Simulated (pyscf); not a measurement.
PySCF, gas phase, ωB97X-D3(BJ)/def2-SVP geometries.

Question: Estimate by transition-state theory the rate constant of HS–Ti(Cl)(Cl)–Cl + HCl → H₂S + Cl–Ti(Cl)(Cl)–Cl (singlet surface; S–Ti, Cl–H broken, H–S, Cl–Ti formed) at 900 K, with ωB97M-D3(BJ)/def2-TZVP energies (ideal gas, 1 atm, RRHO with modes under 100 cm⁻¹ raised to 100, one conformer, R ln 2 for chiral ones without a mode under 150 cm⁻¹; no tunnelling).

Answer: The electronic barrier is 10.8 kcal/mol and the thermal terms add +33.1, so ΔG‡ = 43.8 kcal/mol. With k_BT/h = 1.88e+13 s⁻¹ and RT = 1.788 kcal/mol, and a volume of 1.23e-19 cm³ per molecule at 1 atm, k = 5.3e-17 cm³ molecule⁻¹ s⁻¹. Wigner's tunnelling factor for 625i cm⁻¹ would be 1.04. A shift of 1 kcal/mol in the barrier changes k by a factor 1.7. On the product side the descent ends in an adduct with a S–Ti contact, 8.0 kcal/mol under the separated species and 26.7 kcal/mol under the saddle at ωB97X-D3(BJ)/def2-TZVP. What is counted as broken (S–Ti) persists as a longer contact in the product adduct; parting that adduct is a step of its own. At ωB97X-D3(BJ)/def2-TZVP the barrier from the zero used here is 6.6 kcal/mol. This is the saddle that the search found; another between the same sides may lie lower.
